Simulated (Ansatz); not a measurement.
Start from `C=C(Cl)CC` and change one atom or group to get `C=C(N)Cl`.

Ansatz, PBE0-D4/def2-TZVP geometries, multiplicity 1. Each molecule was computed in one conformer, which needn't be the lowest.

```
                                                                                  property  `C=C(Cl)CC`
ideal-gas entropy at 298 K and 1 bar (rigid rotor, harmonic PBE0-D4/def2-TZVP) / J/(mol·K)          325
                                                         LUMO energy (PBE/def2-TZVPP) / eV        -1.03
                                                        LUMO energy (PBE0/def2-TZVPP) / eV        -0.04
                                            zero-point energy (PBE0-D4/def2-TZVP) / kJ/mol        261.9
                                            size of the dipole moment (PBE/def2-TZVPP) / D         1.51
                                        size of the dipole moment (ωB97M-V/def2-TZVPP) / D         1.57
```

Q: What does the change do to each property? (An estimate is asked.)

A: Computed: 
| property | `C=C(N)Cl` | shift |
| --- | --- | --- |
| ideal-gas entropy at 298 K and 1 bar (rigid rotor, harmonic PBE0-D4/def2-TZVP) / J/(mol·K) | 291 | -34 |
| LUMO energy (PBE/def2-TZVPP) / eV | -0.42 | 0.61 |
| LUMO energy (PBE0/def2-TZVPP) / eV | 0.54 | 0.58 |
| zero-point energy (PBE0-D4/def2-TZVP) / kJ/mol | 157.6 | -104.3 |
| size of the dipole moment (PBE/def2-TZVPP) / D | 2.11 | 0.60 |
| size of the dipole moment (ωB97M-V/def2-TZVPP) / D | 2.08 | 0.51 |

With PBE0 the HOMO rises by 0.86 eV and the LUMO rises by 0.58 eV, so the gap narrows by about 0.28 eV. PBE moves the HOMO by 0.88 eV and ωB97M-V by 0.85 eV. The zero-point energy changes by -104.3 kJ/mol with -12 modes. Dipoles are sizes alone; their direction can turn.
